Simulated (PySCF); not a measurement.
Species: C₄H₅ (doublet state).
SMILES with atom numbers: `[CH:1]#[C:2][CH:3][CH3:4]` (hydrogens: H5 on C1; H6 on C3; H7, H8, H9 on C4)

Method: UKS B3LYP, pcH-1 on C H, non-relativistic, mean-field spin-orbit, GIAO (PySCF 2.14.0). Isolated species at its GFN2-xTB geometry, gas phase. The geometry wasn't refined by DFT: couplings that depend on bond lengths, twists or pyramidal angles can differ widely from those at the functional's own minimum.

**Question.** How many α and β electrons are there, and what is ⟨S²⟩ of the pure spin state?

**Answer.** Nα = 15, Nβ = 14 (29 in all), and S(S+1) = 0.75 for S = 1/2.

Mulliken spin populations, one withheld:

```tsv
atom	bound to	population
C1	C2, H5	+0.5535
C2	C1, C3	-0.2601
C3	C2, C4, H6	?
C4	C3, H7, H8, H9	-0.0626
H5	C1	-0.0234
H6	C3	-0.0343
H7	C4	+0.0328
H8	C4	+0.0327
H9	C4	+0.0010
```

**Question.** Fill in the missing population.

**Answer.** 1 − (0.2396) gives +0.760, since all populations sum to 2S.

**Question.** Sum the populations by element and by sign.

**Answer.** Carbon +0.99, hydrogen +0.01. The positive populations sum to 1.38, the negative ones to -0.38.

**Question.** With ⟨S²⟩ = 0.7686, find the sum of squared α–β overlaps and estimate the admixture of higher spin.

**Answer.** For a single determinant ⟨S²⟩ = S(S+1) + Nβ − Σ|⟨iα|jβ⟩|², so the squared overlaps of occupied orbitals sum to 14 − 0.0186 = 13.9814. If the quartet state (S + 1) were the only admixture, its weight would be 0.0186/(2S + 2) = 0.62 %.

**Question.** What Fermi-contact NMR shifts do the couplings of C1, C4, H5, H6, H7/H8/H9 imply at 250 K (Curie law, g = gₑ)?

**Answer.** δ = a_FC·h·gₑ μB S(S+1)/(3 g_N μN kT), with k/h = 20836.6 MHz/K:

```csv
nuclei,isotope,a_FC (MHz),g_N,contact shift (ppm)
C1,13C,44.79,1.4048,+5626
C4,13C,-28.00,1.4048,-3516
H5,1H,-42.02,5.5857,-1327
H6,1H,-52.07,5.5857,-1645
H7/H8/H9,1H,57.81,5.5857,+1826
```

The shifts go as 1/T: at 300 K they are 0.833 times these. Entries for several nuclei are means.

Class means assume fast exchange of nuclei equivalent by connectivity; if that motion is slow, each nucleus keeps its own coupling. The three 1H nuclei of mean +57.8 MHz run from 2.2 to 85.7 MHz in the frozen geometry.
